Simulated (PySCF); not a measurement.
Homolysis of single bonds, series Ga CH3-H. All species are isolated molecules in the gas phase. Strings in code marks are SMILES.

Calculation: B3LYP-D3(BJ)/def2-TZVP in PySCF. B3LYP has the VWN-RPA correlation part, as in Gaussian. 

```csv
species,dipole moment (D)
whole molecule (`[CH3][Ga]([CH3])[CH3]`),0.03
radical fragment (`[CH3]`),0.00
radical fragment (`[CH3][Ga][CH3]`),0.37
whole molecule (`[CH3][GaH][CH3]`),[?]
radical fragment (`[GaH][CH3]`),0.68
whole molecule (`[CH3][GaH2]`),0.67
```

Task: Fill in the missing entries.

Result: 
- whole molecule (`[CH3][GaH][CH3]`), dipole moment (D): 0.56
